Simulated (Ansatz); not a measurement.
A made-up structure of CH$_{2}$B (charge +1), singlet:

```xyz
4
angstrom
B 0.2519 -0.5356 0.3601
C -0.2683 0.5701 -0.3833
H 0.1168 1.4863 -0.0147
H -0.6620 1.4072 -0.9460
```

It is relaxed with PBE-D4/def2-SVP and then PBE0-D4/def2-TZVP (Ansatz 0.2.0). Atoms count as bonded within 1.22 times the sum of their covalent radii (H–H: 0.88 Å). The end point is not checked to be a true minimum.

**Question.** Does its bonding change? (A judgement: the text doesn't fix the answer.)

**Answer.** Computed: No: no bond forms or breaks.

Where it ends: The first stage lowers the energy by 1.79 eV in 9 steps. It ends as CH₂B ([B][CH2]), total charge +1:
```
4
angstrom
B 0.1575 -0.5369 0.0631
C -0.3291 0.8327 -0.1519
H 0.3216 1.6124 0.2710
H -0.7115 1.0199 -1.1661
```

Labels in which every atom is bracketed show which atoms are joined, not bond orders.

For scale, one of the runs: PBE0-D4/def2-TZVP relaxation, 74 basis functions, launched by `ansatz run in.yaml --threads 2 --pin off --events-out ev --progress --plain --max-ram 4352MiB`. The run took about 3.7 s on 2 CPU threads of an Arm Neoverse V1 (shared host).
